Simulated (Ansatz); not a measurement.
Two structures of SiH5SO, doublet, reached by relaxing down either side of one saddle point (PBE0-D4/def2-TZVP). Energies are electronic, without zero-point energy. Computed with Ansatz 0.2.0 (basis: def2-TZVPP and def2-QZVPP); correlated methods freeze the cores; orbitals are unrestricted. Extrapolation: Hartree–Fock as exp(−7.88 √X), correlation as X^−2.97. First:

```tsv
atom	x (Å)	y (Å)	z (Å)
H1	0.1557	-0.8529	0.3016
O2	0.4106	-0.5496	-0.5797
Si3	-0.2365	0.8642	-1.1077
S4	-0.1818	-1.5501	2.5849
H5	0.1096	2.0034	-0.2106
H6	-1.7224	0.8008	-1.1994
H7	0.3306	1.1092	-2.4547
H8	1.1341	-1.8249	2.6655
```

Second:

H1  (-0.213, -2.226, 1.005)
O2  (0.669, -0.468, -0.510)
Si3  (-0.180, 0.894, -0.879)
S4  (-0.157, -1.051, 1.647)
H5  (0.059, 2.012, 0.078)
H6  (-1.653, 0.670, -0.944)
H7  (0.306, 1.302, -2.228)
H8  (1.168, -1.133, 1.832)
(Å)

Problem. Which bonds change from the first to the second?

Solution. SiH₄O ([OH][SiH3]) + HS → SiH₃O ([O][SiH3]) + H₂S; bonds formed: H1–S4; bonds broken: H1–O2.

Problem. Give the saddle point's structure and its height above each. (Judge from chemistry; the value comes from the calculation.)

Solution. The calculation gives: 1.393 eV above the first and 0.146 eV above the second (CCSD(T) at an estimated basis limit (MP2 extrapolated from triple and quadruple zeta, plus CCSD(T) − MP2 in triple zeta)).
```
atom    x (Å)    y (Å)    z (Å)
  H1   0.1355  -1.6388   0.5114
  O2   0.5645  -0.6520  -0.6419
 Si3  -0.1847   0.8119  -0.8622
  S4  -0.3081  -1.2711   1.7705
  H5   0.2977   1.8556   0.0782
  H6  -1.6654   0.7191  -0.7846
  H7   0.2208   1.1702  -2.2525
  H8   0.9397  -0.9948   2.1812
```

The T1 diagnostic stays at or below 0.031. ⟨S²⟩ of the unrestricted Hartree–Fock references: 0.76 to 0.77 (a pure state has 0.75).

Radical steps of this kind take place in plasma deposition and etching.

Labels in which every atom is bracketed show which atoms are joined, not bond orders.

For scale, one of the runs: CCSD(T)/def2-TZVPP, 185 basis functions (an equivalent command: `ansatz run in.yaml --threads 4`). Hardware: 4 CPU threads, shared host. Wall time 120 s; peak host memory 4.4 GiB.
